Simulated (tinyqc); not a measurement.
Inside a calculation. Method: MP2 on RHF in the sto-6g basis, frozen core, for BH3, spin multiplicity 1. One step of it, computed by the program tinyqc.

Task: Second-order Moller-Plesset energy. E2 = sum_ijab (ia|jb) [2 (ia|jb) - (ib|ja)] / (e_i + e_j - e_a - e_b) over occupied i, j and virtual a, b; the opposite-spin part is (ia|jb)^2 / denominator, the rest is same-spin, and SCS-MP2 scales them by 6/5 and 1/3.

orbital energies (hartree): MO1 -7.524566, MO2 -0.667973, MO3 -0.466311, MO4 -0.466132, MO5 0.234405, MO6 0.688336, MO7 0.743894, MO8 0.744468

Two-electron integrals over orbitals (pq|rs), unique and non-zero (hartree); the lowest 1 orbital is frozen and left out:
```
(22|22) 0.442912    (32|22) 0.000102    (32|32) 0.121414    (33|22) 0.439435
(33|32) 0.063481    (33|33) 0.492910    (42|42) 0.121292    (43|42) -0.063561
(43|43) 0.049349    (44|22) 0.439307    (44|32) -0.063550   (44|33) 0.394437
(44|44) 0.492958    (52|22) -0.000694   (52|32) -2.67e-07   (52|33) -0.000456
(52|44) -0.000455   (52|52) 0.068901    (53|22) -8.02e-07   (53|32) -0.000640
(53|33) -0.000648   (53|44) 0.000648    (53|52) -0.000011   (53|53) 0.017846
(54|42) -0.000640   (54|43) 0.000648    (54|54) 0.017842    (55|22) 0.462801
(55|32) 0.000018    (55|33) 0.435077    (55|44) 0.435033    (55|52) 0.004521
(55|53) -2.10e-06   (55|55) 0.587163    (62|22) 0.042464    (62|32) -0.000017
(62|33) 0.022133    (62|44) 0.022045    (62|52) -0.000248   (62|53) -2.71e-06
(62|55) 0.108292    (62|62) 0.071262    (63|22) -0.000183   (63|32) -0.042610
(63|33) -0.040245   (63|44) 0.040087    (63|52) -4.58e-06   (63|53) 0.000756
(63|55) -0.000304   (63|62) -0.000290   (63|63) 0.058673    (64|42) -0.042807
(64|43) 0.040313    (64|54) 0.000759    (64|64) 0.058968    (65|22) -0.001814
(65|32) -0.000006   (65|33) -0.000825   (65|44) -0.000818   (65|52) 0.065716
(65|53) -0.000060   (65|55) 0.000521    (65|62) -0.002889   (65|63) 4.93e-06
(65|65) 0.068836    (66|22) 0.440932    (66|32) -0.000527   (66|33) 0.439787
(66|44) 0.440328    (66|52) -0.003252   (66|53) 4.59e-06    (66|55) 0.463260
(66|62) 0.029957    (66|63) 0.000118    (66|65) -0.004150   (66|66) 0.459447
(72|42) -0.003684   (72|43) 0.025021    (72|54) 0.001090    (72|64) 0.045982
(72|72) 0.048834    (73|42) 0.051685    (73|43) -0.023782   (73|54) -0.000557
(73|64) -0.030211   (73|72) -0.009665   (73|73) 0.036335    (74|22) 0.046079
(74|32) 0.051710    (74|33) 0.053331    (74|44) 0.005853    (74|52) 0.001882
(74|53) -0.000557   (74|55) 0.097055    (74|62) 0.067932    (74|63) -0.030244
(74|65) -0.000634   (74|66) 0.028609    (74|74) 0.105111    (75|42) 0.002516
(75|43) -0.001200   (75|54) 0.016252    (75|64) -0.000920   (75|72) 0.000336
(75|73) 0.001073    (75|75) 0.020080    (76|42) 0.108957    (76|43) -0.057719
(76|54) -0.000837   (76|64) -0.045402   (76|72) -0.009118   (76|73) 0.053013
(76|75) 0.002233    (76|76) 0.111353    (77|22) 0.458366    (77|32) -0.028454
(77|33) 0.424622    (77|44) 0.490304    (77|52) 0.000702    (77|53) 0.000697
(77|55) 0.477664    (77|62) 0.046329    (77|63) 0.036691    (77|65) -0.000452
(77|66) 0.467680    (77|74) 0.042834    (77|77) 0.529186    (82|22) 0.000101
(82|32) -0.003747   (82|33) -0.024972   (82|44) 0.025083    (82|52) 4.80e-07
(82|53) 0.001090    (82|55) 0.000290    (82|62) 0.000095    (82|63) 0.045949
(82|65) -0.000008   (82|66) 0.000110    (82|74) -0.009487   (82|77) 0.031181
(82|82) 0.048841    (83|22) 0.046000    (83|32) -0.051795   (83|33) 0.005822
(83|44) 0.053445    (83|52) 0.001883    (83|53) 0.000557    (83|55) 0.097045
(83|62) 0.067908    (83|63) 0.029950    (83|65) -0.000629   (83|66) 0.029126
(83|74) 0.036405    (83|77) 0.065196    (83|82) 0.009962    (83|83) 0.105231
(84|42) 0.051569    (84|43) -0.023672   (84|54) -0.000555   (84|64) -0.030056
(84|72) -0.009538   (84|73) 0.032237    (84|75) 0.001071    (84|76) 0.052891
(84|84) 0.036170    (85|22) -2.63e-06   (85|32) 0.002518    (85|33) 0.001195
(85|44) -0.001201   (85|52) 0.000174    (85|53) 0.016253    (85|55) 1.89e-06
(85|62) -0.000009   (85|63) -0.000915   (85|65) 0.000125    (85|66) -0.000022
(85|74) 0.001072    (85|77) -0.000394   (85|82) 0.000335    (85|83) -0.001077
(85|85) 0.020081    (86|22) 0.000046    (86|32) 0.108875    (86|33) 0.057400
(86|44) -0.057558   (86|52) -0.000010   (86|53) -0.000833   (86|55) -0.000019
(86|62) -0.000044   (86|63) -0.044985   (86|65) -0.000015   (86|66) -0.000562
(86|74) 0.052899    (86|77) -0.029311   (86|82) -0.009014   (86|83) -0.053115
(86|85) 0.002232    (86|86) 0.111074    (87|42) -0.028175   (87|43) 0.032743
(87|54) 0.000696    (87|64) 0.036807    (87|72) 0.031036    (87|73) -0.011026
(87|75) -0.000387   (87|76) -0.029146   (87|84) -0.010924   (87|87) 0.034253
(88|22) 0.458445    (88|32) 0.029028    (88|33) 0.490628    (88|44) 0.424307
(88|52) 0.000702    (88|53) -0.000703   (88|55) 0.477710    (88|62) 0.046458
(88|63) -0.037257   (88|65) -0.000454   (88|66) 0.467426    (88|74) 0.065397
(88|77) 0.460294    (88|82) -0.030990   (88|83) 0.042501    (88|85) 0.000403
(88|86) 0.029746    (88|88) 0.529565
```

Hartree-Fock energy = -26.32870284 hartree

Give: Terms; Pair energies; MP2 correlation energy; SCS-MP2 correlation energy; MP2 total energy.

Result:

Terms (the 40 largest of 74):

| i | j | a | b | (ia\|jb) | (ib\|ja) | denominator | term |
|---|---|---|---|---|---|---|---|
| 3 | 3 | 8 | 8 | 0.1052 | 0.1052 | -2.4216 | -0.0046 |
| 4 | 4 | 7 | 7 | 0.1051 | 0.1051 | -2.4201 | -0.0046 |
| 2 | 2 | 5 | 5 | 0.0689 | 0.0689 | -1.8048 | -0.0026 |
| 2 | 4 | 6 | 7 | 0.0679 | 0.0460 | -2.5663 | -0.0024 |
| 4 | 2 | 7 | 6 | 0.0679 | 0.0460 | -2.5663 | -0.0024 |
| 2 | 3 | 6 | 8 | 0.0679 | 0.0459 | -2.5671 | -0.0024 |
| 3 | 2 | 8 | 6 | 0.0679 | 0.0459 | -2.5671 | -0.0024 |
| 2 | 2 | 6 | 6 | 0.0713 | 0.0713 | -2.7126 | -0.0019 |
| 4 | 4 | 6 | 6 | 0.0590 | 0.0590 | -2.3089 | -0.0015 |
| 3 | 3 | 6 | 6 | 0.0587 | 0.0587 | -2.3093 | -0.0015 |
| 2 | 2 | 7 | 7 | 0.0488 | 0.0488 | -2.8237 | -0.0008 |
| 2 | 2 | 8 | 8 | 0.0488 | 0.0488 | -2.8249 | -0.0008 |
| 3 | 4 | 8 | 7 | 0.0364 | 0.0322 | -2.4208 | -0.0006 |
| 4 | 3 | 7 | 8 | 0.0364 | 0.0322 | -2.4208 | -0.0006 |
| 3 | 3 | 7 | 7 | 0.0363 | 0.0363 | -2.4204 | -0.0005 |
| 4 | 4 | 8 | 8 | 0.0362 | 0.0362 | -2.4212 | -0.0005 |
| 4 | 2 | 6 | 7 | 0.0460 | 0.0679 | -2.5663 | -4.31e-04 |
| 2 | 4 | 7 | 6 | 0.0460 | 0.0679 | -2.5663 | -4.31e-04 |
| 3 | 2 | 6 | 8 | 0.0459 | 0.0679 | -2.5671 | -4.29e-04 |
| 2 | 3 | 8 | 6 | 0.0459 | 0.0679 | -2.5671 | -4.29e-04 |
| 4 | 3 | 7 | 6 | -0.0302 | -0.0302 | -2.3647 | -3.87e-04 |
| 3 | 4 | 6 | 7 | -0.0302 | -0.0302 | -2.3647 | -3.87e-04 |
| 3 | 4 | 7 | 6 | -0.0302 | -0.0302 | -2.3647 | -3.86e-04 |
| 4 | 3 | 6 | 7 | -0.0302 | -0.0302 | -2.3647 | -3.86e-04 |
| 4 | 4 | 8 | 6 | -0.0301 | -0.0301 | -2.3651 | -3.82e-04 |
| 4 | 4 | 6 | 8 | -0.0301 | -0.0301 | -2.3651 | -3.82e-04 |
| 3 | 3 | 6 | 8 | 0.0299 | 0.0299 | -2.3654 | -3.79e-04 |
| 3 | 3 | 8 | 6 | 0.0299 | 0.0299 | -2.3654 | -3.79e-04 |
| 4 | 3 | 8 | 7 | 0.0322 | 0.0364 | -2.4208 | -3.74e-04 |
| 3 | 4 | 7 | 8 | 0.0322 | 0.0364 | -2.4208 | -3.74e-04 |
| 3 | 3 | 5 | 5 | 0.0178 | 0.0178 | -1.4014 | -2.27e-04 |
| 4 | 4 | 5 | 5 | 0.0178 | 0.0178 | -1.4011 | -2.27e-04 |
| 3 | 2 | 8 | 8 | 0.0100 | 0.0100 | -2.6232 | -3.78e-05 |
| 2 | 3 | 8 | 8 | 0.0100 | 0.0100 | -2.6232 | -3.78e-05 |
| 2 | 3 | 7 | 7 | -0.0097 | -0.0097 | -2.6221 | -3.56e-05 |
| 3 | 2 | 7 | 7 | -0.0097 | -0.0097 | -2.6221 | -3.56e-05 |
| 4 | 2 | 8 | 7 | -0.0095 | -0.0095 | -2.6225 | -3.49e-05 |
| 2 | 4 | 7 | 8 | -0.0095 | -0.0095 | -2.6225 | -3.49e-05 |
| 4 | 2 | 7 | 8 | -0.0095 | -0.0095 | -2.6225 | -3.41e-05 |
| 2 | 4 | 8 | 7 | -0.0095 | -0.0095 | -2.6225 | -3.41e-05 |

Pair energies (hartree; pair i-j sums ij and ji):

| pair | opposite spin | same spin |
|---|---|---|
| 2-2 | -0.0062 | 0 |
| 3-2 | -0.0054 | -3.76e-04 |
| 3-3 | -0.0076 | 0 |
| 4-2 | -0.0054 | -3.76e-04 |
| 4-3 | -0.0035 | -1.44e-05 |
| 4-4 | -0.0076 | 0 |

MP2 correlation energy = -0.036433 hartree

SCS-MP2 correlation energy = -0.043055 hartree

MP2 total energy = -26.365136 hartree
